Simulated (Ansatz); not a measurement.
Geometry optimisation, RKS B3LYP/def2-SVP in Ansatz 0.2.0.

input.yaml

```yaml
crystal:
  periodic: [false, false, false]
  atoms:
    - { symbol: H, position_ang: [-1.385608, -0.604384, -2.030218] }
    - { symbol: O, position_ang: [-0.674935, -1.509036, -0.053318] }
    - { symbol: C, position_ang: [-0.258551, -0.389932, -0.189175] }
    - { symbol: C, position_ang: [0.600019, 0.354713, 0.806032] }
    - { symbol: S, position_ang: [-0.694563, 0.51157, -1.691945] }
    - { symbol: H, position_ang: [0.908388, -0.335887, 1.60238] }
    - { symbol: H, position_ang: [0.021442, 1.184953, 1.243293] }
    - { symbol: H, position_ang: [1.483907, 0.788102, 0.313049] }
basis:
  gaussian: { orbitals: def2-SVP }
hamiltonian:
  xc: b3lyp
relax:
  f_tol: 0.03
  max_steps: 50
output:
  orbitals: {}
```

Command:

```bash
$ ansatz run input.yaml --threads 2 --pin off --max-ram 3072MiB --backend cpu --events-out ev --progress --plain --runs-dir out
```

Where does it end, and by what steps?

It converged. After 7 steps the energy has fallen by 0.074 eV; H1 moved furthest, 0.18 Å.

```tsv
step	energy less start (eV)	largest force component (eV/Å)	accepted
0	0.0000	0.451	yes
1	-0.0637	0.423	yes
2	0.0190	1.031	no
3	-0.0737	0.057	yes
4	-0.0726	0.162	no
5	-0.0736	0.097	no
6	-0.0740	0.030	yes
7	-0.0740	0.005	yes
```

```xyz
8
Properties=species:S:1:pos:R:3
H -1.430 -0.508 -2.177
O -0.635 -1.567 0.038
C -0.259 -0.443 -0.153
C 0.599 0.355 0.807
S -0.689 0.493 -1.650
H 0.925 -0.302 1.625
H 0.015 1.193 1.220
H 1.474 0.779 0.291
```

Whether the end is a true minimum wasn't checked by a vibrational analysis.

Time of the run: 11 s on 2 threads of Arm Neoverse V2, on a shared host, peak memory 0.15 GiB.
